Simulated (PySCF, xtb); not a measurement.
disilane (H6Si2), SMILES [SiH3][SiH3].

GFN2-xTB in xtb at its own geometry gives an orbital gap of 4.53 eV and a dipole moment of 0.00 D.

Coordinates come from a TPSSh-D3(BJ)/def2-TZVP optimisation.

Problem. What does r2SCAN/def2-TZVPD (PySCF) give? (The exact figures need the calculation; the answer reports its results.)

Solution. gap 7.21 eV (levels -7.53 and -0.32 eV), dipole 0.00 D.
